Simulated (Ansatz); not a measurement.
# CH6B2 (SMILES BBC): single points off equilibrium

An exercise on one series of results from a longer session: the logs are not shown, and one member is left open.

The runs use Ansatz 0.2.0, Gaussian basis; single points in def2-TZVPP.

Cores are frozen in the correlated methods.

**The system as given**

SMILES `BBC`, 9 atoms, charge 0, spin multiplicity 1.

Atoms are counted from 1 here; the program's logs count them from 0.

Bond lengths: B1–B2 1.687 Å, B1–H4 1.258 Å, B1–H5 1.293 Å, B2–C3 1.586 Å, B2–H6 1.256 Å, C3–H7 1.149 Å, C3–H8 1.054 Å, C3–H9 1.183 Å. Angles: B2–B1–H4 106.9°, B2–B1–H5 126.0°, H4–B1–H5 127.0°, B1–B2–C3 126.0°, B1–B2–H6 116.0°, C3–B2–H6 117.8°, B2–C3–H7 109.7°, B2–C3–H8 113.3°, B2–C3–H9 111.9°, H7–C3–H8 109.1°, H7–C3–H9 99.1°, H8–C3–H9 112.8°.

Geometry (Å):

| atom | x (Å) | y (Å) | z (Å) |
| --- | --- | --- | --- |
| B1 | -0.5926 | 0.8847 | -1.2504 |
| B2 | -0.2012 | 0.4326 | 0.3273 |
| C3 | 0.5675 | -0.8862 | 0.7562 |
| H4 | -1.7223 | 0.3921 | -1.5019 |
| H5 | 0.1060 | 1.6606 | -2.0140 |
| H6 | -0.6354 | 1.1802 | 1.2385 |
| H7 | -0.1806 | -1.6515 | 1.1743 |
| H8 | 1.1090 | -1.3286 | -0.0328 |
| H9 | 1.2240 | -0.7180 | 1.7255 |

The first run:

Input file run/in.yaml:

```yaml
crystal:
  periodic: [false, false, false]
  atoms:
    - {symbol: B, position_ang: [-0.592629, 0.884659, -1.250448]}
    - {symbol: B, position_ang: [-0.201203, 0.432553, 0.327260]}
    - {symbol: C, position_ang: [0.567456, -0.886184, 0.756230]}
    - {symbol: H, position_ang: [-1.722290, 0.392138, -1.501872]}
    - {symbol: H, position_ang: [0.106002, 1.660617, -2.013953]}
    - {symbol: H, position_ang: [-0.635358, 1.180170, 1.238460]}
    - {symbol: H, position_ang: [-0.180585, -1.651486, 1.174322]}
    - {symbol: H, position_ang: [1.109005, -1.328616, -0.032846]}
    - {symbol: H, position_ang: [1.223967, -0.717971, 1.725547]}
basis:
  gaussian: {orbitals: def2-TZVPP}
hamiltonian: {xc: pbe, dispersion: d4}
output: {forces: true}
```

The run is started by

```console
$ ansatz run in.yaml --threads 2 --pin off --events-out ev --progress --plain --max-ram 3481MiB
```

Among the steps run: PBE-D4/def2-TZVPP; r2SCAN-D4/def2-TZVPP; PBE0-D4/def2-TZVPP; wB97M-V/def2-TZVPP; CCSD(T)/def2-TZVPP.

One of the session's tables, all rows but one given; the rest of the session is left out.

```
   method  RMS force component (eV/Å)  angle to CCSD(T) forces (°)  dipole (D)
   PBE-D4                           ?                            ?           ?
r2SCAN-D4                       0.989                          7.5        0.81
  PBE0-D4                       0.997                          6.1        0.77
  wB97M-V                       1.017                          4.5        0.74
  CCSD(T)                       1.005                    reference        0.67
```

**Question.** Estimate the row for PBE-D4.

The run gave: RMS force component (eV/Å): 0.939; angle to CCSD(T) forces (°): 11.2; dipole (D): 0.85. In the column «RMS force component (eV/Å)» it is the lowest.

Limits of these values: The reference is not at the basis limit: in triple zeta CCSD(T) underbinds, which counts against methods that bind more; the gaps are no ranking.
